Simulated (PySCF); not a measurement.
# Broadened absorption spectrum of C3H4N2O

C3H4N2O.
SMILES: `Cc1ncon1`

The calculation used PySCF 2.14.0, density-fitted response routines, TDDFT PBE0/def2-SVPD, vertical, gas phase, core orbitals frozen in the response. Geometry: GFN2-xTB; no solvent, vibrations or thermal averaging.

Computed states:

```tsv
state	E (eV)	f
S1	6.02	0.0049
S2	6.98	0.079
S3	7.16	0.0006
S4	7.64	0.033
S5	7.73	0.0018
S6	8.16	0.0044
S7	8.42	0.039
S8	8.65	0.0004
```

Each state is given a Gaussian of 0.5 eV full width at half maximum, with ε(max) = 2.175×10⁸ f / Δν̃ (Δν̃ the width in cm⁻¹). The cross-section is σ = 3.8235×10⁻²¹ ε cm², given in Mb (10⁻¹⁸ cm²). The width is an assumption, not a result. The curve ends short of the highest state used, and states not computed would add to its high-energy end.

Q: What does the envelope look like, and where are its maxima?

A: 
λ (nm), σ (Mb) and a bar:
```
    154.1       3.74 #######
    156.9       4.37 ########
    159.7       6.44 ############
    162.5       7.36 ##############
    165.3       6.53 ############
    168.1       6.20 ###########
    170.9       8.63 ################
    173.7      13.07 ########################
    176.5      16.25 ##############################
    179.3      15.62 #############################
    182.1      11.71 ######################
    184.9       6.98 #############
    187.7       3.39 ######
    190.5       1.42 ###
    193.3       0.64 #
    196.1       0.50 #
    198.8       0.64 #
    201.6       0.86 ##
    204.4       1.00 ##
    207.2       1.00 ##
    210.0       0.87 ##
    212.8       0.67 #
    215.6       0.45 #
    218.4       0.27 #
    221.2       0.15 
    224.0       0.07 
    226.8       0.03 
    229.6       0.01 
    232.4       0.01 
    235.2       0.00
```

Maxima: 206 nm (6.02 eV), ε about 270, made up of S1 (100%); 177 nm (6.99 eV), ε about 4300, made up of S2 (99%); 162 nm (7.64 eV), ε about 1900, made up of S4 (93%) (ε in L mol⁻¹ cm⁻¹; maxima over ε = 5, shares over 10%). At its high-energy end, 8.05 eV, the curve is still rising (ε about 980, from S4, S6 and S7).

Q: On this curve, what absorbance would a 10⁻⁴ mol/L sample give at 222 nm over a 1 cm path?

A: 222 nm is 5.585 eV, where ε is about 32 L mol⁻¹ cm⁻¹, so A = ε c l ≈ 0.0032 (Beer–Lambert, with the gas-phase spectrum and the assumed width).

Q: Coming from long wavelengths, where does ε first pass 100 L mol⁻¹ cm⁻¹?

A: At about 217 nm (5.72 eV), 0.30 eV below S1.

Q: What would ε be at 6.99 eV, the highest of these maxima, with half the width (0.25 eV)?

A: About 8560 L mol⁻¹ cm⁻¹ against 4320, a factor of about 1.98; a lone state at its own centre would give exactly 2.
